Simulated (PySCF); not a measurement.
## PN: calculation against experiment

**Measured values to compare with.**

NIST CCCBDB Release 22 (SRD 101), experimental dipoles lists, for the gas: dipole moment (microwave Stark effect, equilibrium value μe) 2.751 ± 0.0008 D.

From Liu, Meijer, Perez-Rios, Phys. Chem. Chem. Phys. 22 (2020) 24191, for the gas: dipole moment 2.7514 D.

The runs below try to reproduce these values; the comparison stands at the end.

Species: PN.
Numbering: `[N:1]#[P:2]`

Geometry (GFN2-xTB, Å), atoms numbered from 1 in this order:
```xyz
2
PN angstrom
N      0.731   -0.003   -0.003
P     -0.728    0.004   -0.011
```

The PySCF runs (gas phase, on this GFN2-xTB geometry; no spin–orbit coupling):

```csv
level,job,basis functions,wall time
PBE0/pcSseg-1,"shieldings, charges and field gradients",41,1.2 s
```

Hardware: Arm Neoverse V2, one thread, no GPU, shared host.

## Comparison

**Dipole moment.** Measured: 2.751 D (NIST CCCBDB Release 22 (SRD 101), experimental dipoles) and 2.7514 D (Liu, Meijer, Perez-Rios, Phys. Chem. Chem. Phys. 22 (2020) 24191). Differences are taken against the first.

```json
{"level": "PBE0/pcSseg-1", "computed (D)": "2.700", "computed − measured (D)": "-0.051", "% (from the printed values)": "-2"}
```

The computed dipoles belong to one fixed geometry; measured ones are averaged over vibrations unless marked μe. Magnitudes are compared, not signs.

No measured geometry was used, and the causes of the misses weren't examined.
